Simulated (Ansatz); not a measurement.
# TiO: computed properties

Computed with DFT PBEsol, scalar-relativistic, plane waves, PAW (Ansatz 0.2.0).

Settings: cutoff 420 eV, Γ-centred mesh 12×12×12 on the computed 6-atom cell, Gaussian smearing of 0.10 eV; no spin polarisation.

The structure is relaxed at this level of theory with its symmetry kept. This form isn't the usual stable structure of the compound.

```yaml
crystal:
  lattice:
    - [4.95844, 0.00000, 0.00000]
    - [-2.47922, 4.29413, 0.00000]
    - [0.00000, 0.00000, 2.83597]
  atoms:
    - { symbol: Ti, position: [0.66667, 0.33333, 0.50000] }
    - { symbol: Ti, position: [0.33333, 0.66667, 0.50000] }
    - { symbol: Ti, position: [0.00000, 0.00000, 0.00000] }
    - { symbol: O, position: [0.60529, 0.60529, 0.00000] }
    - { symbol: O, position: [0.39471, 0.00000, 0.00000] }
    - { symbol: O, position: [0.00000, 0.39471, 0.00000] }
```

(1) Formation energy from the elements' standard states (uncorrected)?

(2) Density of states at the Fermi level?

(3) Löwdin character within 0.5 eV of the Fermi level?

(4) Bulk modulus?

(5) Its pressure derivative?

(6) Bader charges (e)?

Spin polarisation was left out, and a magnetic state may lie lower.

A ferromagnetic start lost its moments in a first run, so spin was left out; other magnetic orders weren't tried.

Answers

(1) -2.716 eV/atom.

(2) 0.61 states/eV per cell.

(3) Ti 3d 87 %, O 2p 7 %.

(4) 237 GPa.

(5) 4.4.

(6) Ti (2 in the cell) 1.45, Ti (1 in the cell) 1.10, O (3 in the cell) -1.34.